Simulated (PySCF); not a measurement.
## Partners of beryllium hydride

Gas-phase complexes of beryllium hydride, each in one structure from a short search with a few starts, optimised by PBE0-D3(BJ)/def2-TZVPD; other ways of binding may lie lower. Energies in kcal/mol, wB97M-D3(BJ)/def2-TZVPD, counterpoise-corrected (PySCF): interaction is complex less parts frozen as they stand in it, binding adds what it costs to deform them. Contacts are written partner···beryllium hydride; electrostatic, Pauli and orbital are terms of the uncorrected same energy, whose rest is dispersion or correlation.

2 other partners are left out, for which the search missed the form known or expected to bind best.

Frequency runs check only 8 of the 9 structures; these show no clear imaginary mode.

Task: Order these partners of beryllium hydride by binding energy, strongest first: water, ethylene, acetylene, fluoride, acetonitrile, formaldehyde, hydrogen cyanide, bromide, ammonia.

Result: fluoride (-77.4), bromide (-34.4), ammonia (-23.9), water (-18.6), acetonitrile (-16.4), formaldehyde (-13.6), hydrogen cyanide (-12.5), acetylene (-9.7), ethylene (-7.1).
| partner | contact | distance (Å) | binding | interaction | electrostatic | Pauli | orbital |
| --- | --- | --- | --- | --- | --- | --- | --- |
| fluoride | F···Be | 1.47 | -77.4 | -97.4 | -114.1 | 81.3 | -64.4 |
| bromide | Br···Be | 2.18 | -34.4 | -49.4 | -55.2 | 50.8 | -44.1 |
| ammonia | N···Be | 1.77 | -23.9 | -33.0 | -59.7 | 61.1 | -33.1 |
| water | O···Be | 1.67 | -18.6 | -26.1 | -49.8 | 54.4 | -29.8 |
| acetonitrile | N···Be | 1.71 | -16.4 | -25.8 | -45.6 | 55.5 | -34.7 |
| formaldehyde | O···Be | 1.63 | -13.6 | -22.2 | -44.5 | 57.8 | -34.5 |
| hydrogen cyanide | N···Be | 1.73 | -12.5 | -20.9 | -41.0 | 53.6 | -32.5 |
| acetylene | C···Be | 1.91 | -9.7 | -21.4 | -50.9 | 80.3 | -49.4 |
| ethylene | C···Be | 2.01 | -7.1 | -17.7 | -44.0 | 69.8 | -41.9 |
